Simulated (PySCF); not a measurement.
Frontier orbitals and the lowest excitations

Compound: formaldehyde, CH2O.
Z-matrix (Å and degrees, GFN2-xTB geometry), rows numbered from 1:
```
C 
O   1  1.1921
H   1  1.1030  2  122.80
H   1  1.1030  2  122.78  3   179.95
```

The calculation used TDDFT wB97X-D/def2-SVPD, vertical, gas phase, core orbitals frozen in the response (PySCF 2.14.0, density-fitted response routines).

Kohn–Sham orbitals with the atoms that hold most of them (Löwdin shares over 4%, at most four atoms; ? is withheld):

```tsv
orbital	ε (eV)	atoms
LUMO+2	4.14	O2 62%, H4 16%, H3 16%, C1 6%
LUMO+1	2.43	C1 56%, H3 19%, H4 19%, O2 6%
LUMO	0.63	?
HOMO	-9.84	O2 62%, C1 20%, H4 9%, H3 9%
HOMO-1	-13.64	?
HOMO-2	-14.98	O2 72%, C1 22%
HOMO-3	-16.19	C1 42%, O2 30%, H3 14%, H4 14%
```

**Question.** Which atoms hold the LUMO, and with what shares?

**Answer.** C1 (bonded to O and 2 H) 47%; O2 (bonded to C) 37%; H3 (bonded to C) 8%; H4 (bonded to C) 8%. By element: carbon 47%, oxygen 37%, hydrogen 16%.

**Question.** Give the leading atoms of the HOMO-1.

**Answer.** O2 (bonded to C) 64%; C1 (bonded to O and 2 H) 32%.

**Question.** How does S1 compare with the orbital gap of 10.47 eV?

**Answer.** S1 is at 4.09 eV (f = 0.0000), 6.38 eV below the gap, made of HOMO→LUMO (99%). Without the coupling terms of the response equations the lowest excitation would equal the gap.

**Question.** Give energy, strength and leading configuration of S1, S2, S5 and S7, and follow the Löwdin shares of the leading atoms from the occupied to the empty orbital.

**Answer.** 
- S1 (4.09 eV, f 0.0000), HOMO→LUMO (99%): O2 62% → 37%, C1 20% → 47%; low, almost dark, from the terminal oxygen into the C=O bond, the pattern of n→π*
- S2 (7.71 eV, f 0.029), HOMO→LUMO+1 (97%): O2 62% → 6%, C1 20% → 56%, H3 9% → 19%
- S5 (9.37 eV, f 0.0003), HOMO-2→LUMO (99%): O2 72% → 37%, C1 22% → 47%
- S7 (9.85 eV, f 0.104), HOMO-1→LUMO (83%): O2 64% → 37%, C1 32% → 47%

Löwdin shares depend on the basis, the more so with diffuse functions.

Time: 1.3 s of wall time. Hardware: an Arm Neoverse V2 with one thread, shared host.
